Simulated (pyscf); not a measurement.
This saddle point was located with ωB97X-D3(BJ)/def2-SVP in PySCF.

```
Zr
N 1 1.7803
H 2 1.0170 1 174.81
Cl 1 2.3762 2 112.88 3 -0.39
Cl 1 2.5679 2 111.94 3 139.36
H 5 1.5714 1 66.28 2 107.34
Cl 6 1.5716 5 154.25 1 0.43
```

Surface: singlet, charge 0. Lowest wavenumbers (cm⁻¹): 516i, 57, 79, 115, 161.

Problem. Name the species on either side of this saddle.

Solution. HN=Zr(Cl)–Cl + hydrogen chloride (HCl) ⇌ HN=Zr(Cl)–Cl + hydrogen chloride (HCl), a four-centre exchange read from left to right: Cl–Zr, Cl–H broken and Cl–Zr, Cl–H formed. At ωB97M-D3(BJ)/def2-TZVP it lies -12.8 kcal/mol from the left side and -12.8 kcal/mol from the right (each side as separated species at their lowest minima found). On the reactant side the descent ends in an adduct with a Cl–Zr contact, 20.8 kcal/mol under the separated species and 3.0 kcal/mol under the saddle at ωB97X-D3(BJ)/def2-TZVP. On the product side the descent ends in an adduct with a Cl–Zr contact, 20.8 kcal/mol under the separated species and 3.0 kcal/mol under the saddle at ωB97X-D3(BJ)/def2-TZVP. At ωB97M-D3(BJ) the saddle lies under the separated reactants, which points to a path from their complex (located at ωB97X-D3(BJ) alone). At ωB97M-D3(BJ) the saddle lies under the separated products, which points to a path from their complex (located at ωB97X-D3(BJ) alone). What is counted as formed (Cl–Zr) is already present as a longer contact in the reactant adduct; forming that adduct is a step of its own. What is counted as broken (Cl–Zr) persists as a longer contact in the product adduct; parting that adduct is a step of its own. At ωB97X-D3(BJ) the barrier from the zero used here is -17.7 kcal/mol. This is the saddle that the search found; another between the same sides may lie lower. Elements past Kr carry the def2 core potentials, without spin-orbit coupling.
